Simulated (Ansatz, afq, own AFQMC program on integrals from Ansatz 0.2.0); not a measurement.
Where AFQMC and coupled cluster stand for ZrC⁺, quartet

```xyz
2

Zr    0.0000    0.0000    0.0000
C     0.0000    0.0000    1.7546
```

Basis def2-SVP with its core potentials. Only valence electrons are correlated. AFQMC by an in-house program on the Cholesky factors that Ansatz 0.2.0 writes for its CCSD(T) run. The CISD trial takes its coefficients from CCSD amplitudes. Released means that phaseless walkers are propagated on without the constraint, phases kept. ± is one standard error of the sampling. No spin–orbit coupling. The metal's outer-core s and p shells are frozen, which shifts wave-function levels against functionals.

Determinant: UHF, the one that the program's search chose, which needn't be the lowest solution. The geometry is a PBE0/def2-TZVP stationary point of this or a neighbouring charge and spin state.

No full CI on the walks' own integrals is used here; CCSDT(Q) serves as the reference and is uncertain by about the last step of the cluster series.

Cautions: no spin-orbit coupling; outer-core shells of the metal frozen; another spin lies lower; strong correlation (T1 0.054, weight of the determinant 0.87, largest double 0.08); unrestricted determinant spin contaminated (⟨S²⟩ 3.87 against 3.75).

```
T1 diagnostic                               : 0.0541
weight of the determinant in the CISD state : 0.866
⟨S²⟩ of the determinant                     : 3.871
size of the correlated space                : 7 electrons in 40 orbitals
```

```tsv
level	correlation energy (eV)
MP2	-3.6890
CCSD	-4.2329
CCSD(T)	-4.4487
```

Q: Estimate where phaseless AFQMC with a CISD trial lies against CCSD(T) on the same integrals.

A: 0.0 ± 1.7 kJ/mol above CCSD(T). The gap is under twice the noise, so this walk alone can't tell the two apart.

Reference: CCSDT(Q), correlation energy -4.514 eV. The released energy is read at 4.20 1/Eh (meV from the phaseless value at times in 1/Eh: -37 ± 12 at 0.60, -46 ± 12 at 1.20, -33 ± 20 at 2.00, -47 ± 21 at 3.00, -9 ± 26 at 4.20).

```csv
level,E − E(reference) (kJ/mol),share of correlation (%)
CCSD(T),6.3,98.56
CCSDT,2.2,99.50
ph-AFQMC/HF,9.8 ± 5.3,97.76
ph-AFQMC/CISD,6.3 ± 1.7,98.56
released AFQMC,5.4 ± 2.5,98.76
```

A walk keeps the symmetry of its determinant, which the program's search chose and which needn't be the lowest solution, so a lower state of the same spin and another symmetry isn't excluded. Released energies are given only where the last usable release times agree within the noise; a slower fall can still hide under it.
